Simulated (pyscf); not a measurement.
Single points on ωB97X-D3(BJ)/def2-SVP structures (PySCF, gas phase).

**Question.** F–B(F)–Cl + hydrogen (H₂) → F–BH–F + hydrogen chloride (HCl)
Surface: singlet. Broken: B–Cl, H–H. Formed: B–H, Cl–H. Give ΔE‡ and ΔE from ωB97M-D3(BJ)/def2-TZVP, relative to the separated reactants.

**Answer.** ΔE‡ = 40.7 kcal/mol, ΔE = +12.9 kcal/mol. Zero-point energy shifts the barrier by +3.3 kcal/mol. It is a four-centre exchange, with an imaginary mode of 1104i cm⁻¹. This is the saddle that the search found; another between the same sides may lie lower.
